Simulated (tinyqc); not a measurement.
UKS/BP86 in the sto-3g basis, for H2O, spin multiplicity 3, step by step (part 2 of 2). Computed by tinyqc, a small Python program that keeps every step (integrals from PySCF). Command: `OMP_NUM_THREADS=1 python tinyqc.py 23692 23693 out.jsonl` (the two numbers bound the seeds that draw the settings). One thread of a shared host (Intel(R) Xeon(R) Processor @ 2.60GHz), about 3 s of CPU time with the checks.

Geometry (angstrom):
```
atom,x,y,z
O,0.0000,0.0000,0.0000
H,0.0000,1.1230,0.8080
H,0.0000,-1.1230,0.8080
```

## Iteration 2: diagonalisation and new density

extrapolated F(alpha) (hartree):
```
,1O 1s,1O 2s,1O 2px,1O 2py,1O 2pz,2H 1s,3H 1s
1O 1s,-18.4542,-4.7758,0.0000,0.0000,-0.0070,-0.4070,-0.4070
1O 2s,-4.7758,-1.9631,0.0000,0.0000,-0.0476,-0.3512,-0.3512
1O 2px,0.0000,0.0000,-0.2088,0.0000,0.0000,0.0000,0.0000
1O 2py,0.0000,0.0000,0.0000,-0.1632,0.0000,-0.1481,0.1481
1O 2pz,-0.0070,-0.0476,0.0000,0.0000,-0.1524,-0.1132,-0.1132
2H 1s,-0.4070,-0.3512,0.0000,-0.1481,-0.1132,-0.2023,-0.0725
3H 1s,-0.4070,-0.3512,0.0000,0.1481,-0.1132,-0.0725,-0.2023
```

extrapolated F(beta) (hartree):
```
,1O 1s,1O 2s,1O 2px,1O 2py,1O 2pz,2H 1s,3H 1s
1O 1s,-18.4308,-4.7585,0.0000,0.0000,-0.0060,-0.4056,-0.4056
1O 2s,-4.7585,-1.8781,0.0000,0.0000,-0.0426,-0.3373,-0.3373
1O 2px,0.0000,0.0000,-0.0552,0.0000,0.0000,0.0000,0.0000
1O 2py,0.0000,0.0000,0.0000,-0.1224,0.0000,-0.1400,0.1400
1O 2pz,-0.0060,-0.0426,0.0000,0.0000,-0.0899,-0.1060,-0.1060
2H 1s,-0.4056,-0.3373,0.0000,-0.1400,-0.1060,-0.1086,-0.0690
3H 1s,-0.4056,-0.3373,0.0000,0.1400,-0.1060,-0.0690,-0.1086
```

X:
```
,1,2,3,4,5,6,7
1O 1s,-0.4649,0.0000,0.6565,0.0000,-0.5837,0.0000,0.2740
1O 2s,0.8946,0.0000,-0.2462,0.0000,-0.2834,0.0000,0.5080
1O 2px,0.0000,0.0000,0.0000,1.0000,0.0000,0.0000,0.0000
1O 2py,0.0000,0.7890,0.0000,0.0000,0.0000,0.6808,0.0000
1O 2pz,0.3530,0.0000,0.6961,0.0000,0.6221,0.0000,0.2123
2H 1s,-0.5268,-0.6448,-0.2655,0.0000,0.2253,0.4165,0.3815
3H 1s,-0.5268,0.6448,-0.2655,0.0000,0.2253,-0.4165,0.3815
```

Diagonalise F' = X^T F X, C = X C', fill 6 alpha and 4 beta electrons from the bottom; D(s) = C_occ C_occ^T. Each column has its largest component positive (the first on a tie).

F' = X^T F X (alpha) (hartree):
```
,1,2,3,4,5,6,7
1,-1.4387,0.0000,2.9349,0.0000,-2.9870,0.0000,1.7024
2,0.0000,0.0919,0.0000,0.0000,0.0000,0.0148,0.0000
3,2.9349,0.0000,-6.3555,0.0000,6.8614,0.0000,-4.3596
4,0.0000,0.0000,0.0000,-0.2088,0.0000,0.0000,0.0000
5,-2.9870,0.0000,6.8614,0.0000,-7.8491,0.0000,5.0033
6,0.0000,0.0148,0.0000,0.0000,0.0000,-0.2887,0.0000
7,1.7024,0.0000,-4.3596,0.0000,5.0033,0.0000,-3.7991
```

orbital energies (alpha) (hartree): MO1 -18.4647, MO2 -0.7856, MO3 -0.2892, MO4 -0.2190, MO5 -0.2088, MO6 0.0268, MO7 0.0924

coefficients C (alpha):
```
,MO1,MO2,MO3,MO4,MO5,MO6,MO7
1O 1s,0.9936,-0.2554,0.0000,0.0743,0.0000,-0.0692,0.0000
1O 2s,0.0263,0.9669,0.0000,-0.3542,0.0000,0.3718,0.0000
1O 2px,0.0000,0.0000,0.0000,0.0000,1.0000,0.0000,0.0000
1O 2py,0.0000,0.0000,0.6498,0.0000,0.0000,0.0000,0.8148
1O 2pz,0.0014,0.0715,0.0000,0.7278,0.0000,0.7115,0.0000
2H 1s,-0.0037,0.0956,0.4412,0.3900,0.0000,-0.6189,-0.6282
3H 1s,-0.0037,0.0956,-0.4412,0.3900,0.0000,-0.6189,0.6282
```

F' = X^T F X (beta) (hartree):
```
,1,2,3,4,5,6,7
1,-1.3456,0.0000,2.9561,0.0000,-3.0097,0.0000,1.7071
2,0.0000,0.1758,0.0000,0.0000,0.0000,-0.0135,0.0000
3,2.9561,0.0000,-6.3054,0.0000,6.8726,0.0000,-4.3729
4,0.0000,0.0000,0.0000,-0.0552,0.0000,0.0000,0.0000
5,-3.0097,0.0000,6.8726,0.0000,-7.7973,0.0000,5.0110
6,0.0000,-0.0135,0.0000,0.0000,0.0000,-0.2293,0.0000
7,1.7071,0.0000,-4.3729,0.0000,5.0110,0.0000,-3.7246
```

orbital energies (beta) (hartree): MO1 -18.4406, MO2 -0.7053, MO3 -0.2298, MO4 -0.1493, MO5 -0.0552, MO6 0.1224, MO7 0.1763

coefficients C (beta):
```
,MO1,MO2,MO3,MO4,MO5,MO6,MO7
1O 1s,0.9938,-0.2537,0.0000,0.0703,0.0000,-0.0762,0.0000
1O 2s,0.0254,0.9618,0.0000,-0.3324,0.0000,0.4038,0.0000
1O 2px,0.0000,0.0000,0.0000,0.0000,1.0000,0.0000,0.0000
1O 2py,0.0000,0.0000,0.7067,0.0000,0.0000,0.0000,0.7659
1O 2pz,0.0013,0.0671,0.0000,0.7721,0.0000,0.6637,0.0000
2H 1s,-0.0036,0.1033,0.3948,0.3489,0.0000,-0.6418,-0.6584
3H 1s,-0.0036,0.1033,-0.3948,0.3489,0.0000,-0.6418,0.6584
```

D(alpha) after iteration 2:
```
,1O 1s,1O 2s,1O 2px,1O 2py,1O 2pz,2H 1s,3H 1s
1O 1s,1.0629,-0.2729,0.0000,0.0000,-0.0120,0.0436,0.0436
1O 2s,-0.2729,1.1992,0.0000,0.0000,0.0759,-0.2759,-0.2759
1O 2px,0.0000,0.0000,1.0000,0.0000,0.0000,0.0000,0.0000
1O 2py,0.0000,0.0000,0.0000,0.4222,0.0000,0.2867,-0.2867
1O 2pz,-0.0120,0.0759,0.0000,0.0000,1.0411,-0.1497,-0.1497
2H 1s,0.0436,-0.2759,0.0000,0.2867,-0.1497,0.7389,0.3497
3H 1s,0.0436,-0.2759,0.0000,-0.2867,-0.1497,0.3497,0.7389
```

D(beta) after iteration 2:
```
,1O 1s,1O 2s,1O 2px,1O 2py,1O 2pz,2H 1s,3H 1s
1O 1s,1.0570,-0.2421,0.0000,0.0000,0.0386,-0.0053,-0.0053
1O 2s,-0.2421,1.0362,0.0000,0.0000,-0.1922,-0.0168,-0.0168
1O 2px,0.0000,0.0000,0.0000,0.0000,0.0000,0.0000,0.0000
1O 2py,0.0000,0.0000,0.0000,0.4995,0.0000,0.2790,-0.2790
1O 2pz,0.0386,-0.1922,0.0000,0.0000,0.6006,0.2763,0.2763
2H 1s,-0.0053,-0.0168,0.0000,0.2790,0.2763,0.2883,-0.0235
3H 1s,-0.0053,-0.0168,0.0000,-0.2790,0.2763,-0.0235,0.2883
```

## Iteration 8 (converged): orbitals

converged F(alpha) (hartree):
```
,1O 1s,1O 2s,1O 2px,1O 2py,1O 2pz,2H 1s,3H 1s
1O 1s,-18.5395,-4.7954,0.0000,0.0000,-0.0059,-0.4086,-0.4086
1O 2s,-4.7954,-2.0104,0.0000,0.0000,-0.0393,-0.3565,-0.3565
1O 2px,0.0000,0.0000,-0.2524,0.0000,0.0000,0.0000,0.0000
1O 2py,0.0000,0.0000,0.0000,-0.2146,0.0000,-0.1513,0.1513
1O 2pz,-0.0059,-0.0393,0.0000,0.0000,-0.1992,-0.1131,-0.1131
2H 1s,-0.4086,-0.3565,0.0000,-0.1513,-0.1131,-0.1982,-0.0730
3H 1s,-0.4086,-0.3565,0.0000,0.1513,-0.1131,-0.0730,-0.1982
```

converged F(beta) (hartree):
```
,1O 1s,1O 2s,1O 2px,1O 2py,1O 2pz,2H 1s,3H 1s
1O 1s,-18.5141,-4.7778,0.0000,0.0000,-0.0027,-0.4071,-0.4071
1O 2s,-4.7778,-1.9252,0.0000,0.0000,-0.0206,-0.3434,-0.3434
1O 2px,0.0000,0.0000,-0.0959,0.0000,0.0000,0.0000,0.0000
1O 2py,0.0000,0.0000,0.0000,-0.1810,0.0000,-0.1450,0.1450
1O 2pz,-0.0027,-0.0206,0.0000,0.0000,-0.1316,-0.1057,-0.1057
2H 1s,-0.4071,-0.3434,0.0000,-0.1450,-0.1057,-0.1315,-0.0699
3H 1s,-0.4071,-0.3434,0.0000,0.1450,-0.1057,-0.0699,-0.1315
```

As before.

F' = X^T F X (alpha) (hartree):
```
,1,2,3,4,5,6,7
1,-1.4694,0.0000,2.9532,0.0000,-3.0028,0.0000,1.6899
2,0.0000,0.0702,0.0000,0.0000,0.0000,-0.0146,0.0000
3,2.9532,0.0000,-6.4132,0.0000,6.8668,0.0000,-4.3772
4,0.0000,0.0000,0.0000,-0.2524,0.0000,0.0000,0.0000
5,-3.0028,0.0000,6.8668,0.0000,-7.9076,0.0000,5.0282
6,0.0000,-0.0146,0.0000,0.0000,0.0000,-0.3145,0.0000
7,1.6899,0.0000,-4.3772,0.0000,5.0282,0.0000,-3.8271
```

orbital energies (alpha) (hartree): MO1 -18.5499, MO2 -0.8270, MO3 -0.3151, MO4 -0.2524, MO5 -0.2512, MO6 0.0108, MO7 0.0707

coefficients C (alpha):
```
,MO1,MO2,MO3,MO4,MO5,MO6,MO7
1O 1s,0.9937,-0.2576,0.0000,0.0000,0.0614,0.0731,0.0000
1O 2s,0.0262,0.9783,0.0000,0.0000,-0.2950,-0.3931,0.0000
1O 2px,0.0000,0.0000,0.0000,1.0000,0.0000,0.0000,0.0000
1O 2py,0.0000,0.0000,0.7103,0.0000,0.0000,0.0000,0.7626
1O 2pz,0.0014,0.0587,0.0000,0.0000,0.7918,-0.6409,0.0000
2H 1s,-0.0037,0.0810,0.3918,0.0000,0.3336,0.6530,-0.6602
3H 1s,-0.0037,0.0810,-0.3918,0.0000,0.3336,0.6530,0.6602
```

F' = X^T F X (beta) (hartree):
```
,1,2,3,4,5,6,7
1,-1.3812,0.0000,2.9747,0.0000,-3.0131,0.0000,1.7108
2,0.0000,0.1311,0.0000,0.0000,0.0000,-0.0321,0.0000
3,2.9747,0.0000,-6.3667,0.0000,6.8779,0.0000,-4.3784
4,0.0000,0.0000,0.0000,-0.0959,0.0000,0.0000,0.0000
5,-3.0131,0.0000,6.8779,0.0000,-7.8620,0.0000,5.0351
6,0.0000,-0.0321,0.0000,0.0000,0.0000,-0.2698,0.0000
7,1.7108,0.0000,-4.3784,0.0000,5.0351,0.0000,-3.7573
```

orbital energies (beta) (hartree): MO1 -18.5239, MO2 -0.7459, MO3 -0.2723, MO4 -0.1920, MO5 -0.0959, MO6 0.0946, MO7 0.1337

coefficients C (beta):
```
,MO1,MO2,MO3,MO4,MO5,MO6,MO7
1O 1s,0.9939,-0.2557,0.0000,0.0585,0.0000,0.0792,0.0000
1O 2s,0.0253,0.9713,0.0000,-0.2845,0.0000,-0.4175,0.0000
1O 2px,0.0000,0.0000,0.0000,0.0000,1.0000,0.0000,0.0000
1O 2py,0.0000,0.0000,0.7413,0.0000,0.0000,0.0000,0.7325
1O 2pz,0.0011,0.0325,0.0000,0.7902,0.0000,-0.6447,0.0000
2H 1s,-0.0036,0.0939,0.3640,0.3368,0.0000,0.6497,-0.6759
3H 1s,-0.0036,0.0939,-0.3640,0.3368,0.0000,0.6497,0.6759
```

D(alpha) after iteration 8:
```
,1O 1s,1O 2s,1O 2px,1O 2py,1O 2pz,2H 1s,3H 1s
1O 1s,1.0629,-0.2729,0.0000,0.0000,-0.0120,0.0436,0.0436
1O 2s,-0.2729,1.1992,0.0000,0.0000,0.0759,-0.2759,-0.2759
1O 2px,0.0000,0.0000,1.0000,0.0000,0.0000,0.0000,0.0000
1O 2py,0.0000,0.0000,0.0000,0.5045,0.0000,0.2783,-0.2783
1O 2pz,-0.0120,0.0759,0.0000,0.0000,1.0411,-0.1497,-0.1497
2H 1s,0.0436,-0.2759,0.0000,0.2783,-0.1497,0.6978,0.3908
3H 1s,0.0436,-0.2759,0.0000,-0.2783,-0.1497,0.3908,0.6978
```

D(beta) after iteration 8:
```
,1O 1s,1O 2s,1O 2px,1O 2py,1O 2pz,2H 1s,3H 1s
1O 1s,1.0566,-0.2398,0.0000,0.0000,0.0391,-0.0078,-0.0078
1O 2s,-0.2398,1.0250,0.0000,0.0000,-0.1933,-0.0047,-0.0047
1O 2px,0.0000,0.0000,0.0000,0.0000,0.0000,0.0000,0.0000
1O 2py,0.0000,0.0000,0.0000,0.5495,0.0000,0.2699,-0.2699
1O 2pz,0.0391,-0.1933,0.0000,0.0000,0.6255,0.2692,0.2692
2H 1s,-0.0078,-0.0047,0.0000,0.2699,0.2692,0.2548,-0.0103
3H 1s,-0.0078,-0.0047,0.0000,-0.2699,0.2692,-0.0103,0.2548
```

## Convergence

Stop when the energy changes by less than 1e-08 hartree and every element of the error matrix X^T (F D S - S D F) X (for each spin) is below 3e-05.

Course of the cycle:
```
iteration,E (hartree),change,largest element of the error matrix
1,-74.634028,-,2.32e-01
2,-74.387428,2.47e-01,4.18e-01
3,-74.965756,-5.78e-01,6.72e-02
4,-74.973477,-7.72e-03,2.13e-02
5,-74.974348,-8.72e-04,1.63e-03
6,-74.974353,-4.87e-06,4.58e-05
7,-74.974353,-1.13e-08,2.09e-05
8,-74.974353,-9.61e-10,4.36e-07
```

PySCF UKS in the same basis, fine grid, after a stability check = -75.099663 hartree

Converged in 8 iterations. The coarse grid moves the energy by +1.25e-01 hartree.

## Populations, bond orders and dipole

overlap S:
```
,1O 1s,1O 2s,1O 2px,1O 2py,1O 2pz,2H 1s,3H 1s
1O 1s,1.0000,0.2367,0.0000,0.0000,0.0000,0.0199,0.0199
1O 2s,0.2367,1.0000,0.0000,0.0000,0.0000,0.2440,0.2440
1O 2px,0.0000,0.0000,1.0000,0.0000,0.0000,0.0000,0.0000
1O 2py,0.0000,0.0000,0.0000,1.0000,0.0000,0.1911,-0.1911
1O 2pz,0.0000,0.0000,0.0000,0.0000,1.0000,0.1375,0.1375
2H 1s,0.0199,0.2440,0.0000,0.1911,0.1375,1.0000,0.0785
3H 1s,0.0199,0.2440,0.0000,-0.1911,0.1375,0.0785,1.0000
```

Mulliken: Z minus the diagonal of D S on the atom; Loewdin: the same with S^(1/2) D S^(1/2); Mayer order: 2 sum_s sum (D(s) S)_ij (D(s) S)_ji over the two atoms.

Charges (e):
```
atom,Mulliken,Loewdin,Mulliken spin
1O,0.0716,0.0985,1.2932
2H,-0.0358,-0.0492,0.3534
3H,-0.0358,-0.0492,0.3534
```

Mayer bond orders:
```
pair,order
2-1,0.6872
3-1,0.6872
3-2,0.1866
```

dipole moment about the origin, x y z (debye): 0.0000  0.0000  -0.0364

<S^2> of the determinant (pure state: 2) = 2.0017
